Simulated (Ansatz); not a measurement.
# BSiP (triplet): the correlation ladder at a displaced geometry (v1), cc-pVDZ

The task here is to estimate one member of a computed series from the others.

Method: cc-pVDZ, core rule «outside noble gas», up to 11 orbitals frozen; program: Ansatz 0.2.0, Gaussian basis.

Plan: UHF; CCSD(T) on ROHF; CCSD(T) on UHF; BCCD(T) on ROHF; CISD as a restricted active space (open shells left free, so some higher excitations enter); CCSDT(Q) on ROHF; CCSDT(Q) on UHF.

23 further runs of the same task are left out: 10 that didn't finish, 13 set aside as unsound or not needed. Runs told in other sessions of the task aren't counted.

## The system

The geometry is a PBE0/def2-TZVP stationary point (not a proven minimum) with its atoms shifted at random (size 0.040 Å).

3 atoms, charge 0, spin multiplicity 3.

Atoms are counted from 1 here; the program's logs count them from 0.

Bond lengths: P1–B2 1.750 Å, B2–Si3 1.898 Å. Angles: P1–B2–Si3 177.3°.

Set-up of the first run:

Input file in.yaml:

```yaml
crystal:
  periodic: [false, false, false]
  atoms:
    - {symbol: P, position_ang: [-0.015433, -0.009008, -1.798760]}
    - {symbol: B, position_ang: [-0.016266, -0.025151, -0.048713]}
    - {symbol: Si, position_ang: [0.031698, 0.034159, 1.847473]}
basis:
  gaussian: {orbitals: cc-pVDZ}
magnetization: {spin_polarized: true, initial_magnetization: 2}
hamiltonian: {xc: hf}
output: {orbitals: {seedname: orbitals}}
```

The run is started by

```bash
ansatz run in.yaml --threads 1 --pin off --events-out ev --progress --plain --max-ram 2393MiB
```

Among the steps run: UHF; CCSD(T) on ROHF; CCSD(T) on UHF; BCCD(T) on ROHF; CISD as a restricted active space (open shells left free, so some higher excitations enter); CCSDT(Q) on ROHF; CCSDT(Q) on UHF.

One table of the session follows, with a row left open; its other results are not shown here.

It belongs to the step «Misses and costs». 

```
   method  from RCCSDT(Q) (kJ/mol)
     ROHF                   +764.8
     RMP2                   +166.8
     UMP2                   +171.3
     CISD                   +138.8
    RCCSD                        ?
    UCCSD                    +59.2
 RCCSD(T)                    +22.6
 UCCSD(T)                    +23.1
  BCCD(T)                    +22.7
   RCCSDT                     +9.5
   UCCSDT                    +10.2
RCCSDT(Q)                        0
UCCSDT(Q)                     +0.8
```

Q: Estimate the row for RCCSD from the others.

As computed: from RCCSDT(Q) (kJ/mol): +59.3. In the column «from RCCSDT(Q) (kJ/mol)» it lies between UCCSD (+59.2) and CISD (+138.8).

Left out of the table: UHF (another determinant or state than the rows shown).

Limits of these values: Warnings: spin contamination; coupled cluster took another determinant than the lowest. Restricted and unrestricted rows rest on different reference determinants; a gap between their highest levels can come from leftover correlation error, from unlike frozen cores or from another state.
